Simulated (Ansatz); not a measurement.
Reaction (isomerisation): `COC(C)=N` → `C=C(O)NC`

Calculated with Ansatz (gas phase, PBE0-D4/def2-TZVP geometries, no zero-point term in ΔE). CBS: MP2 limit from def2 TZ/QZ plus the TZ coupled-cluster correction, frozen cores. DFT in def2-TZVPP. One conformer a species, not always the lowest.

```
             level  ΔE (kJ/mol)
           ωB97X-V         36.3
           ωB97M-V         31.9
            B2PLYP         35.4
              PBE0         27.7
SCS-MP2/def2-TZVPP         39.0
SCS-MP2/def2-QZVPP         36.3
      HF/CBS(def2)         40.9
     MP2/CBS(def2)         28.6
```

(1) What does CCSD(T)/CBS give? (Estimate.)

Largest T1 diagnostic among the species: 0.013.

Answers

(1) Computed: +33.3 kJ/mol. The listed levels differ from it by 3.0, -1.4, 2.1, -5.6, 5.7, 3.0, 7.6, -4.7 kJ/mol.
